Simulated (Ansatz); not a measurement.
```yaml
crystal:
  periodic: [false, false, false]
  atoms:
    - {symbol: Al, position_ang: [-2.298671, -0.204357, 0.000000]}
    - {symbol: Ga, position_ang: [-0.038771, 0.145643, 0.000000]}
    - {symbol: P, position_ang: [2.090929, -0.204357, 0.000000]}
    - {symbol: H, position_ang: [-0.038771, 1.675643, 0.000000]}
basis:
  gaussian: {orbitals: def2-TZVP}
hamiltonian: {xc: pbe0}
relax: {f_tol: 0.004, max_steps: 80}
```

```sh
$ ansatz run in.yaml --threads 1 --pin off --events-out ev --progress --plain --max-ram 2176MiB
```

Steps of the relaxation (energy above the last step; positions in Å, forces in eV/Å):

```
4
step 1, 3120.6 meV
Al   -2.299   -0.204    0.000   -2.497   -0.461    0.000
Ga   -0.039    0.146    0.000    3.233   -0.385    0.000
P     2.091   -0.204    0.000   -0.506   -0.162    0.000
H    -0.039    1.676    0.000   -0.231    1.008    0.000
```

```
4
step 2, 2716.2 meV
Al   -2.378   -0.251    0.000   -0.765   -0.211    0.000
Ga    0.054    0.188    0.000    1.244    0.328    0.000
P     2.137   -0.291    0.000   -0.212   -0.231    0.000
H    -0.098    1.767    0.000   -0.267    0.114    0.000
```

```
4
step 3, 2500.0 meV
Al   -2.382   -0.292    0.000    0.103   -0.069    0.000
Ga    0.180    0.299    0.000    0.582    0.698    0.000
P     2.178   -0.462    0.000   -0.555   -0.121    0.000
H    -0.260    1.868    0.000   -0.129   -0.509    0.000
```

```
4
step 7, 1521.6 meV
Al   -1.813   -0.551    0.000    0.620   -0.341    0.000
Ga    0.487    0.859    0.000    0.420   -0.118    0.000
P     1.616   -0.918    0.000   -1.166    0.478    0.000
H    -0.576    2.023    0.000    0.126   -0.020    0.000
```

```
4
step 8, 1188.8 meV
Al   -1.672   -0.636    0.000    0.737   -0.459    0.000
Ga    0.532    0.917    0.000   -0.404    1.227    0.000
P     1.422   -0.921    0.000   -0.608   -0.791    0.000
H    -0.566    2.053    0.000    0.274    0.023    0.000
```

```
4
step 9, 765.9 meV
Al   -1.513   -0.741    0.000    0.709   -0.585    0.000
Ga    0.558    1.013    0.000   -0.121    0.175    0.000
P     1.233   -0.971    0.000   -0.949    0.157    0.000
H    -0.563    2.113    0.000    0.360    0.254    0.000
```

```
4
step 10, 450.5 meV
Al   -1.375   -0.879    0.000   -0.076   -0.594    0.000
Ga    0.544    1.060    0.000   -0.301    0.062    0.000
P     1.055   -0.982    0.000   -0.071    0.146    0.000
H    -0.509    2.213    0.000    0.448    0.387    0.000
```

```
4
step 15, 0.1 meV
Al   -1.376   -1.619    0.000    0.009   -0.001    0.000
Ga    0.289    1.181    0.000    0.011   -0.023    0.000
P     0.845   -0.841    0.000   -0.014   -0.002    0.000
H    -0.043    2.691    0.000   -0.006    0.026    0.000
```

```
4
step 17, 0.0 meV
Al   -1.375   -1.625    0.000    0.000    0.000    0.000
Ga    0.289    1.183    0.000    0.000    0.002    0.000
P     0.841   -0.840    0.000    0.000   -0.001    0.000
H    -0.040    2.695    0.000    0.000   -0.001    0.000
```

Close pairs at the end: Ga2–H4 1.548 Å, Ga2–P3 2.097 Å, Al1–P3 2.352 Å, Al1–Ga2 3.265 Å.

A stationary point of restricted PBE0 after 17 steps (its stability towards spin polarisation wasn't tested); no frequencies were run, so it isn't proven a minimum. 71 s on 1 thread of Arm Neoverse V2, shared host.
